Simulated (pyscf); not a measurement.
Elementary routes open to O=Si(Cl)–Cl + NH₃ in the gas phase (singlet surface):
A. H₂N–Si(=O)–Cl + HCl (Cl–Si, H–N broken; N–Si, Cl–H formed)
B. H₂N–Si(OH)(Cl)–Cl (H–N broken; H–O, N–Si formed)

Single points on ωB97X-D3(BJ)/def2-SVP structures (PySCF, gas phase).

**Question.** Rank the routes by free-energy barrier at 298 K, lowest first, for ωB97M-D3(BJ)/def2-TZVP energies (ideal gas, 1 atm, RRHO with modes under 100 cm⁻¹ raised to 100, one conformer, R ln 2 for chiral ones without a mode under 150 cm⁻¹).

**Answer.** B (-55.4 kJ/mol), A (42.5 kJ/mol)

Route B is the fastest of these, ahead of the next by 97.9 kJ/mol. The most stable products are those of B (ΔG = -224.4 kJ/mol), so kinetics and thermodynamics agree. At 1200 K B is still the fastest. A: On the reactant side the descent ends in an adduct with a N–Si contact, 163.6 kJ/mol under the separated species and 170.5 kJ/mol under the saddle at ωB97X-D3(BJ)/def2-TZVP. B: On the reactant side the descent ends in an adduct with a N–Si contact, 163.5 kJ/mol under the separated species and 61.3 kJ/mol under the saddle at ωB97X-D3(BJ)/def2-TZVP. On the product side the descent ends in a point that may be a rotor saddle (no frequency run), 5.2 kJ/mol over the lowest minimum found and 170.6 kJ/mol under the saddle at ωB97X-D3(BJ)/def2-TZVP. Only these routes are compared; each barrier is that of the saddle found, and lower ones may exist.
